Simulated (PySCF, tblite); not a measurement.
phosphorus trifluoride and water

A gas-phase complex of phosphorus trifluoride and water; neutral, singlet. The structure comes from a short search (6 tight-binding starts) and was optimised by PBE0-D3(BJ)/def2-SVPD; another way of binding may lie lower.

This structure isn't a minimum: the optimisation stopped short of the minimum along a soft mode, which is imaginary here (20i cm⁻¹ by PBE0-D3(BJ)/def2-SVPD), and forces of up to 0.022 eV/Å are left. All values below rest on it.

```tsv
part	name	SMILES	atoms	charge	multiplicity
1	phosphorus trifluoride	FP(F)F	1–4	0	1
2	water	O	5–7	0	1
```

```xyz
7

F     1.176   -0.541   -0.261
P    -0.028    0.140    0.565
F    -1.180   -0.857    0.021
F    -0.335    1.327   -0.485
O     2.153    1.798    1.045
H     2.008    2.670    1.420
H     2.581    1.951    0.197
```
Atoms count from 1 in this order.

```tsv
contact	kind (by geometry)	distance (Å)	angle (°)
F3–P2···O5	pnictogen bond	2.782	170
```

Interaction energies are complex less parts, with the parts frozen as they stand in it; counterpoise-corrected, in kcal/mol (PySCF). The CCSD(T) estimate is Hartree-Fock/aug-cc-pVQZ, plus the MP2 correlation part extrapolated as X⁻³ from aug-cc-pVTZ and aug-cc-pVQZ, plus CCSD(T) less MP2 in aug-cc-pVDZ; noble-gas cores are frozen. It isn't the exact limit.

Give the interaction energy at each level run.


```tsv
level	interaction	superposition error removed
Hartree-Fock/aug-cc-pVQZ	-1.98	-
wB97M-D3(BJ)/def2-TZVPD	-3.82	-0.16
PBE0-D3(BJ)/def2-TZVPD	-3.91	-0.15
MP2/aug-cc-pVQZ	-3.56	-0.34
CCSD(T), estimated basis limit	-3.74	-
```

What holds them together? Decompose the wB97M-D3(BJ)/def2-TZVPD energy: frozen parts, their antisymmetrised product, then relaxation.

electrostatic -9.2, Pauli repulsion +9.8, orbital relaxation -3.4, dispersion correction -1.1 kcal/mol, which sum to the value before the counterpoise correction; the Pauli term holds the exchange-correlation of the frozen density too. Of the attraction, 67 % is electrostatic, 25 % is orbital relaxation, 8 % is dispersion correction.

The parts were also relaxed and run alone, at the levels used for the complex: shieldings by PBE0/pcSseg-2; core levels by delta-SCF with SCAN, pcX-2 on the ionised atom and pcseg-1 elsewhere, spin-free X2C (2p3/2 is the spin-free 2p value less a third of a first-order spin-orbit splitting).

How do these values change when the complex forms?


| property | alone | in the complex | change |
| --- | --- | --- | --- |
| F3–P2 bond (Å) | 1.607 | 1.618 | +0.010 |
| shielding of P2 (ppm) | 168.5 | 176.9 | +8.4 |
| shielding of O5 (ppm) | 328.9 | 303.9 | -24.9 |
| shielding of F3 (ppm) | 193.9 | 196.2 | +2.3 |
| F1 1s core level (eV) | 693.79 | 693.16 | -0.63 |
| P2 2p3/2 core level (eV) | 141.84 | 141.09 | -0.75 |
| O5 1s core level (eV) | 539.76 | 540.16 | +0.40 |

The 6 runs behind this took 18 min in all, one thread each of Arm Neoverse V1 on a shared host, launched as `OMP_NUM_THREADS=1 python cluster_run.py task.json out`.
